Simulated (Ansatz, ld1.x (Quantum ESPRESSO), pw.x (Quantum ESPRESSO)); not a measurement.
## What a changed setting does to a pw.x run (diamond Mg)

Potential: PAW, ld1.x (Quantum ESPRESSO) 7.5, LDA (PW92); core [Ne], reference 3s2 3p0; waves: 3s (bound): rcut 1.85, rcutus 2.55 bohr; 3s channel at 0.45 Ry: rcut 1.85, rcutus 2.55 bohr; 3p (bound, empty): rcut 1.90, rcutus 2.55 bohr; 3p channel at 0.25 Ry: rcut 1.90, rcutus 2.55 bohr; 3d channel at 0.45 Ry: rcut 1.85, rcutus 2.40 bohr; local part: all-electron potential smoothed inside 1.95 bohr (lloc = -1); core correction: Bessel-smoothed model core inside 1.55 bohr; augmentation: PSQ, inside the norm-conserving radii.

The reference run (k-mesh 8³, cutoffs 40/320 Ry, Fermi–Dirac 0.01 Ry, mixing_beta 0.4, conv_thr 1e-9, no spin) gives 0.02 GPa at 37.617 Å³/atom, where all-electron LAPW gives -0.01 GPa. This run, with its own iteration cap, changes k-mesh shift to 1.

```
&control
  calculation='scf', prefix='x', pseudo_dir='./', outdir='./tmp', tstress=.true., disk_io='none'
/
&system
  ibrav=0, nat=2, ntyp=1, ecutwfc=40, ecutrho=320, nbnd=9,
  occupations='smearing', smearing='fd', degauss=0.01
/
&electrons
  conv_thr=1e-09, mixing_beta=0.4, electron_maxstep=50
/
ATOMIC_SPECIES
Mg 1.0 Mg.UPF
CELL_PARAMETERS angstrom
  0.00000000 3.35064219 3.35064219
  3.35064219 0.00000000 3.35064219
  3.35064219 3.35064219 0.00000000
ATOMIC_POSITIONS crystal
Mg 0.0000 0.0000 0.0000
Mg 0.2500 0.2500 0.2500
K_POINTS automatic
8 8 8 1 1 1
```

```bash
pw.x < Mg.scf.in > Mg.scf.out
```

Task: How does the run end?

Result: It converges in 7 iterations; the free energy moves by +1.3 meV/atom and the pressure by +0.03 GPa.

```
Message from routine setup:
     using ibrav=0 with symmetry is DISCOURAGED, use correct ibrav instead
     lattice parameter (alat)  =       8.9545  a.u.
     unit-cell volume          =     507.7042 (a.u.)^3
     number of electrons       =         4.00
     number of Kohn-Sham states=            9
     kinetic-energy cutoff     =      40.0000  Ry
     charge density cutoff     =     320.0000  Ry
     scf convergence threshold =      1.0E-09
     Exchange-correlation= SLA  PW   NOGX NOGC
     number of k points=    60  Fermi-Dirac smearing, width (Ry)=  0.0100
     iteration #  1     ecut=    40.00 Ry     beta= 0.40
     total energy              =     -63.69932048 Ry
     estimated scf accuracy    <       0.00292741 Ry
     iteration #  2     ecut=    40.00 Ry     beta= 0.40
     total energy              =     -63.69927067 Ry
     estimated scf accuracy    <       0.00089514 Ry
     iteration #  3     ecut=    40.00 Ry     beta= 0.40
     total energy              =     -63.69932539 Ry
     estimated scf accuracy    <       0.00002232 Ry
     iteration #  4     ecut=    40.00 Ry     beta= 0.40
     total energy              =     -63.69932630 Ry
     estimated scf accuracy    <       0.00000002 Ry
     iteration #  5     ecut=    40.00 Ry     beta= 0.40
     total energy              =     -63.69932635 Ry
     estimated scf accuracy    <          1.3E-09 Ry
     iteration #  6     ecut=    40.00 Ry     beta= 0.40
     total energy              =     -63.69932635 Ry
     estimated scf accuracy    <          1.5E-09 Ry
     iteration #  7     ecut=    40.00 Ry     beta= 0.40
     the Fermi energy is     0.7655 ev
!    total energy              =     -63.69932635 Ry
     estimated scf accuracy    <          1.3E-11 Ry
     smearing contrib. (-TS)   =      -0.00570806 Ry
     convergence has been achieved in   7 iterations
          total   stress  (Ry/bohr**3)                   (kbar)     P=        0.53
     Message from routine punch:
     Nothing written, as per user request (disk_io='none')
```

The run took about 17 s on one core of a shared host (Neoverse-V2, 48 threads, 185 GiB, load 48).
